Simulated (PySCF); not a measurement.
# Magnetisability: SMILES C=COC1CC1, C$_{5}$H$_{8}$O

Geometry:
| atom | x (Å) | y (Å) | z (Å) |
| --- | --- | --- | --- |
| C1 | -0.792 | -2.288 | 1.933 |
| C2 | -0.909 | -1.029 | 1.540 |
| O3 | 0.035 | -0.438 | 0.765 |
| C4 | -0.132 | 0.859 | 0.284 |
| C5 | -1.303 | 1.762 | 0.522 |
| C6 | -1.091 | 1.157 | -0.836 |
| H7 | -1.538 | -2.739 | 2.557 |
| H8 | 0.053 | -2.885 | 1.645 |
| H9 | -1.759 | -0.425 | 1.832 |
| H10 | 0.846 | 1.326 | 0.235 |
| H11 | -2.148 | 1.426 | 1.102 |
| H12 | -1.087 | 2.811 | 0.660 |
| H13 | -1.761 | 0.364 | -1.131 |
| H14 | -0.767 | 1.784 | -1.651 |

Method: PySCF 2.14.0, GIAO B3LYP/pcSseg-1 magnetisability, rotational g tensor and spin-rotation constants, non-relativistic, gas phase. Geometry: GFN2-xTB, dihedral held. The dihedral C5–C4–O3–C2 is held at 0°.

What are the magnetisability and the molar susceptibility?

Isotropic -1011 × 10⁻³⁰ J/T², or -60.9 × 10⁻⁶ cm³/mol; principal values -1138, -1025, -871 × 10⁻³⁰ J/T², anisotropy 232 × 10⁻³⁰ J/T² (root of half the summed squared differences of the principal values). The susceptibility is in cgs units.

Split it along the inertial axes a, b, c into diamagnetic and paramagnetic parts about the centre of mass, with the quadrupole moment.


```
axis  χ (10⁻⁶ cm³/mol)  diamagnetic (10⁻⁶ cm³/mol)  paramagnetic (10⁻⁶ cm³/mol)  summed x² of all electrons (Å²)  quadrupole Θ (D Å)
   a             -66.6                      -202.2                        135.5                            138.4               +1.86
   b             -53.1                      -673.3                        620.2                             27.3               +0.61
   c             -62.9                      -702.9                        640.0                             20.3               -2.47
```
Anisotropies 2χaa − χbb − χcc = -17.3 and 2χbb − χaa − χcc = +23.3 × 10⁻⁶ cm³/mol. Θ is traceless in Buckingham's convention.

And the rotational g tensor?


| axis | rotational constant (GHz) | g | nuclear part | electronic part |
| --- | --- | --- | --- | --- |
| a | 10.4356 | +0.0009 | 0.6653 | -0.6643 |
| b | 2.0874 | -0.0124 | 0.5958 | -0.6082 |
| c | 1.9915 | -0.0009 | 0.5978 | -0.5988 |

Asymmetric top; isotopes 12C, 1H, 16O; no vibrational averaging.
